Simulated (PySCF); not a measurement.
propyne cation (C₃H₄), SMILES CC#C (connectivity only; charge and spin as stated), charge +1, multiplicity 2. Atoms are numbered in the order given.

```xyz
7

C     -0.0138     1.2243     0.0000
C     -0.0147    -0.1840     0.0000
C      0.0027    -1.4264     0.0000
H      0.5775     1.5808     0.8655
H      0.5775     1.5808    -0.8655
H     -1.0147     1.6563     0.0000
H      0.0147    -2.5007     0.0000
```
Charge +1, spin multiplicity 2.

Geometry: B3LYP-D3(BJ)/def2-TZVP. A frequency run showed that this geometry is not a minimum. The spin state was assumed, not searched.

Two levels are set side by side: PBE/pcH-1 (PySCF) and B3LYP/pcH-1 (PySCF). Contact hyperfine couplings, same geometry. Differences are taken from unrounded values.

| quantity | PBE |
|---|---|
| A(iso) of 13C, atom C1 (MHz) | -15.9 |
| A(iso) of 13C, atom C2 (MHz) | -6.0 |
| A(iso) of 13C, atom C3 (MHz) | 31.3 |
| A(iso) of 1H, atom H4 (MHz) | 157.0 |
| A(iso) of 1H, atom H5 (MHz) | 157.0 |
| A(iso) of 1H, atom H6 (MHz) | -8.7 |
| A(iso) of 1H, atom H7 (MHz) | -51.7 |

### Question
These are the PBE values. What does B3LYP give? (The exact figures need the calculation; the answer reports its results.)

### Answer

```tsv
quantity	B3LYP	PBE minus B3LYP
A(iso) of 13C, atom C1 (MHz)	-17.3	1.4
A(iso) of 13C, atom C2 (MHz)	-1.8	-4.2
A(iso) of 13C, atom C3 (MHz)	33.8	-2.5
A(iso) of 1H, atom H4 (MHz)	149.1	8.0
A(iso) of 1H, atom H5 (MHz)	149.1	8.0
A(iso) of 1H, atom H6 (MHz)	-7.1	-1.6
A(iso) of 1H, atom H7 (MHz)	-52.6	0.9
```

Rough cost on one machine, each run with all the roots and properties that it gave: B3LYP against PBE about 2 times.
